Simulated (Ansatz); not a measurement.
The cluster B₃H. The state is a singlet with charge 0. Geometry PBE-D4/def2-TZVPD, that of the charge -1 doublet.

```xyz
4

B     0.097   -0.915   -0.846
B    -0.293    0.533   -1.129
B     0.058    0.011    0.413
H     0.138    0.371    1.562
```

The restricted singlet is unstable towards broken spin symmetry in Hartree–Fock (as tested in another run); at PBE-D4/def2-TZVPD, r2SCAN-D4/def2-TZVPD, PBE0-D4/def2-TZVPD this wasn't settled. The structure comes from a short search, and lower isomers may exist.

Q: Estimate the orbital energies around the gap (eV) in Ansatz with PBE-D4/def2-TZVPD, r2SCAN-D4/def2-TZVPD, PBE0-D4/def2-TZVPD.

A: 
```csv
orbital,PBE-D4/def2-TZVPD,r2SCAN-D4/def2-TZVPD,PBE0-D4/def2-TZVPD
HOMO−5,-177.70,-181.04,-185.23
HOMO−4,-15.52,-16.31,-17.64
HOMO−3,-10.80,-11.26,-12.34
HOMO−2,-8.28,-8.55,-9.27
HOMO−1,-7.13,-7.36,-8.25
HOMO,-6.54,-6.71,-7.51
LUMO,-5.16,-5.03,-4.24
LUMO+1,-3.59,-3.42,-2.69
LUMO+2,-1.11,-0.74,-0.18
LUMO+3,-0.54,-0.12,0.35
LUMO+4,0.24,0.97,0.61
LUMO+5,0.62,1.34,0.98
```
